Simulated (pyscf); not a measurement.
HO–ZnH + H₃C–CH₃ -> H₃C–CH₂–Zn–OH + H₂, a four-centre exchange (singlet surface; H–Zn, C–H broken, C–Zn, H–H formed). PySCF, gas phase, ωB97X-D3(BJ)/def2-SVP geometries. Energies in kcal/mol from the separated reactants.

Small-basis levels: PySCF, no dispersion term, spherical d functions. 

Question: Quick B3LYP/LANL2DZ single points give ΔE‡ = 62.2 kcal/mol and ΔE = +11.5 kcal/mol. What does ωB97M-D3(BJ)/def2-TZVP give, and how far is the quick result from it?

Answer: ωB97M-D3(BJ)/def2-TZVP gives ΔE‡ = 59.5 kcal/mol and ΔE = +13.3 kcal/mol. B3LYP/LANL2DZ lies 2.7 kcal/mol over it in the barrier and 1.8 kcal/mol under it in the reaction energy, so on this step it holds to within 3.0 kcal/mol. ωB97M-D3(BJ)/def2-TZVP has limits of its own. At the saddle there is also a short H–Zn contact that neither side keeps. This is the saddle that the search found; another between the same sides may lie lower. In the def2 sets elements up to Kr have no core potential.
